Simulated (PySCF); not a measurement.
Simulated C 1s region for `C=C(C)C(=O)F`, binding energy against the vacuum level.

Every computed line was given a Gaussian of 0.4 eV full width at half maximum and an area set by the number of equivalent atoms; the highest printed point is 100. Level of theory: delta-SCF UKS SCAN, pcX-2 on the ionised atom, pcseg-1 elsewhere, spin-free X2C (PySCF 2.14.0).

(binding energy (eV), intensity): (290.5, 0), (290.6, 2), (290.7, 8), (290.8, 23), (290.9, 48), (291.0, 76), (291.1, 95), (291.2, 100), (291.3, 93), (291.4, 75), (291.5, 57), (291.6, 53), (291.7, 63), (291.8, 70), (291.9, 59), (292.0, 35), (292.1, 15), (292.2, 4), (292.3, 1), (292.4, 0), (292.5, 0), (292.6, 0), (292.7, 0), (292.8, 0), (292.9, 0), (293.0, 0), (293.1, 0), (293.2, 0), (293.3, 0), (293.4, 0), (293.5, 0), (293.6, 0), (293.7, 0), (293.8, 0), (293.9, 0), (294.0, 0), (294.1, 0), (294.2, 0), (294.3, 0), (294.4, 0), (294.5, 0), (294.6, 0), (294.7, 0), (294.8, 0), (294.9, 0), (295.0, 0), (295.1, 1), (295.2, 6), (295.3, 19), (295.4, 41), (295.5, 63), (295.6, 68), (295.7, 52), (295.8, 29), (295.9, 11), (296.0, 3), (296.1, 1)

**Question.** Count the maxima, the lines and the sites behind this envelope.

**Answer.** The curve has 3 maxima (at 291.2, 291.8 and 295.6 eV). Under it lie 4 lines from 4 inequivalent carbon sites. At this width some lines have no maximum of their own.

**Question.** Decompose the envelope and assign each component. Numbering: `[CH2:1]=[C:2]([CH3:3])[C:4](=[O:5])[F:6]`.

**Answer.** 
| position (eV) | relative area | line | atoms | environment |
| --- | --- | --- | --- | --- |
| 291.05 | 1 | C 1s | C1 | terminal =CH2 carbon |
| 291.33 | 1 | C 1s | C3 | allylic carbon |
| 291.80 | 1 | C 1s | C2 | fully substituted alkene carbon |
| 295.57 | 1 | C 1s | C4 | acyl halide carbon |

**Question.** What are the centre and the root-mean-square width of the whole band?

**Answer.** The area-weighted mean of the lines is 292.44 eV. Their own spread about it is 1.83 eV (rms) and each Gaussian has σ = 0.4/2.355 = 0.17 eV; the variances add, which gives 1.84 eV.

Lowest listed C 1s: C1, bonded to C (double bond) and 2 H. Highest, 4.52 eV above it: C4, bonded to F, O (double bond) and C.

The curve has no shake-up lines and no vibrational structure. Isolated species at its GFN2-xTB geometry (one conformer only).

Shape of the structure used: `[CH2:1]=[C:2]([CH3:3])[C:4](=[O:5])[F:6]`: C1–C2–C4–O5 180°.
